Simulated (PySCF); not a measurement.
Calculation: PBE-D3(BJ)/def2-TZVP // PBE0-D4/def2-TZVP in PySCF. Gas-phase values, no solvent. One relaxed conformer stands for a flexible species; it need not be the lowest. 

Reference species (SMILES): `[OH]` (neutral, multiplicity 2).

highest occupied spin orbital: -7.16 eV

Changed species: `[OH][Ga][Cl]` (H–O–Ga–Cl torsion 180°) (radical fragment; the reference has radical fragment).

Q: Give the shifts of the highest occupied spin orbital.

A: the highest occupied spin orbital increases by 1.56 eV, to -5.60 eV.
